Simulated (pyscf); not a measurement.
This saddle point was located with ωB97X-D3(BJ)/def2-SVP in PySCF.

```
Si
N 1 1.6560
H 2 1.0117 1 132.55
H 2 1.4916 3 151.19 1 179.79
N 4 1.1861 2 125.20 3 -179.90
H 5 1.0204 4 115.39 2 115.16
H 5 1.0204 6 109.82 4 -132.43
H 1 1.5005 2 124.48 3 -75.32
H 1 1.5005 8 105.71 5 111.54
```
Charge 0, spin multiplicity 1.

Surface: singlet, charge 0. Lowest wavenumbers (cm⁻¹): 1092i, 342, 359, 516, 540.

Question: Name the species on either side of this saddle.

Answer: H₂N–SiH₂–NH₂ <-> ammonia (NH₃) + HN=SiH₂, an elimination read from left to right: N–Si, H–N broken and H–N formed. At CCSD(T)/def2-TZVPP + ΔMP2(QZVPP) it lies +53.0 kcal/mol from the left side and -13.5 kcal/mol from the right (each side as separated species at their lowest minima found). On the product side the descent ends in an adduct with a N–Si contact, 22.5 kcal/mol under the separated species and 5.3 kcal/mol under the saddle at ωB97X-D3(BJ)/def2-TZVP. At CCSD(T) the saddle lies under the separated products, which points to a path from their complex (located at ωB97X-D3(BJ) alone), and parting the products costs more than the saddle. What is counted as broken (N–Si) persists as a longer contact in the product adduct; parting that adduct is a step of its own. HN=SiH₂ lies 18.2 kcal/mol over its isomer H₂N–SiH: [singlet], and others may lie lower still (electronic energy, ωB97M-D3(BJ)). One saddle was located; it need not be the lowest between these sides. The CCSD(T) − MP2 part came from Ansatz, without density fitting, on the same reference.
